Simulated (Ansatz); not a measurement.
Frontier orbitals of C$_{2}$H$_{5}$Al (`[CH2]1[CH2][AlH]1`).

Total charge 0; spin multiplicity 1. The structure was optimised at the PBE0-D4/def2-TZVP level. Basis def2-TZVPP, the Gaussian-basis code of Ansatz.

```csv
functional,HOMO (eV),LUMO (eV),gap (eV)
PBE,-4.75,-2.03,2.72
r2SCAN,-4.92,-1.68,3.24
PBE0,-5.83,-1.26,4.57
r2SCAN0,-5.94,-1.06,4.88
ωB97M-V,-7.98,0.31,8.29
```

Q: What is the vertical ionisation energy at frozen-core CCSD(T)/CBS(def2)? (An estimate is asked.)

A: Computed: 8.18 eV (T1 of the cation 0.014).

From PBE to PBE0 the HOMO moves by −1.08 eV and the LUMO by +0.77 eV, and with ωB97M-V by −3.23 and +2.34 eV, so the gap grows from 2.72 to 8.30 eV with exact exchange. A positive LUMO is unbound and depends on the basis. −ε(HOMO) differs from that ionisation energy by −3.43 eV with PBE and −0.19 eV with ωB97M-V.
